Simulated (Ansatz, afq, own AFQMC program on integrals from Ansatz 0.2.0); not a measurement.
Integrals from Ansatz 0.2.0, then the random walk in our own AFQMC program (afq).

```yaml
crystal:
  periodic: [false, false, false]
  atoms:
    - {symbol: Zn, position_ang: [0.000000, 0.000000, 0.000000]}
basis:
  gaussian: {orbitals: def2-TZVP}
magnetization: {spin_polarized: false}
correlation: {method: ccsd_t, electrons: outside_noble_gas, hamiltonian_folder: ham}
```

```sh
$ ansatz run in.yaml --threads 1 --pin off --events-out ev --progress --plain --max-ram 24576MiB --backend cuda --devices 0, --max-vram 18GiB
```

afq runs on the folder ham with

```
--method phaseless --trial hf --walkers 4000 --populations 20 --least-time 40 --time-step 0.005 --steps-per-block 20 --equilibration-blocks 160 --max-blocks 4000 --target-error 0.001050 --factor-cut 1e-05 --seed 3314 --taylor-order 6
```

Times are imaginary, in 1/Eh. The walk had a cap of 49 s. With eight or more populations the least sampling time is a fifth of least-time, and the error comes from their spread.

```
orbitals 39  electrons 6 6  factors 287 of 320
reference energy -1777.80706628 Eh
CCSD correlation -0.37526124 Eh in 9 cycles, weight of the determinant in the CISD state 0.9068
energy of the start -1777.807067 Eh
 block  time / (1/Eh)  mean weight  energy / Eh
     1     0.100  1.0045  -1778.025646
     2     0.200  1.0040  -1778.097290
     3     0.300  1.0028  -1778.123154
     4     0.400  1.0029  -1778.141702
     5     0.500  1.0021  -1778.142735
     8     0.800  1.0006  -1778.157772
    15     1.500  1.0008  -1778.181133
    36     3.600  1.0005  -1778.189690
    57     5.700  1.0001  -1778.196418
    78     7.800  1.0009  -1778.189927
    92     9.200  1.0003  -1778.207856
    99     9.900  1.0005  -1778.197522
   120    12.000  0.9998  -1778.194697
   141    14.100  1.0006  -1778.194087
   162    16.200  0.9999  -1778.194630
   169    16.900  1.0001  -1778.184982
   183    18.300  1.0002  -1778.198038
   204    20.400  1.0000  -1778.194776
   225    22.500  1.0006  -1778.192706
   246    24.600  0.9998  -1778.197779
   267    26.700  1.0001  -1778.197634
   288    28.800  1.0003  -1778.196175
   309    30.900  1.0001  -1778.190813
error from the spread of 20 populations
energy -1778.193147 +/- 0.000986 Eh
(rows thinned)
```

Question: Estimate how long the walk took on 1 × NVIDIA H100 80GB HBM3 with 2 threads of AMD EPYC 7R13 Processor (Zen 3), with other jobs on the host (the card was shared).

Answer: 22 s of wall time.

The run passed its tests (sampling time, drift between the halves within three errors, error under three times the target), which doesn't prove that it has relaxed.

Against this walk (error 26.8 meV) on the same determinant: CCSD(T) 51.2 meV higher (within the noise), CCSDT(Q) 64.1 meV higher, CCSDTQ 58.9 meV higher, a separate phaseless walk with a CISD trial and standard settings 68.8 ± 27.1 meV higher. The error is statistical and leaves out the bias of the constraint.

Cautions: constraint bias not in the error; no relativity below Rb; outer-core shells of the metal frozen.

CCSDT and higher add their correlation energy to the determinant of the CCSD(T) run, since their own runs factorise the integrals more tightly (a shift of under 2 meV). A walk keeps the symmetry of its determinant, which the program's search chose and which needn't be the lowest solution, so a lower state of the same spin and another symmetry isn't excluded.
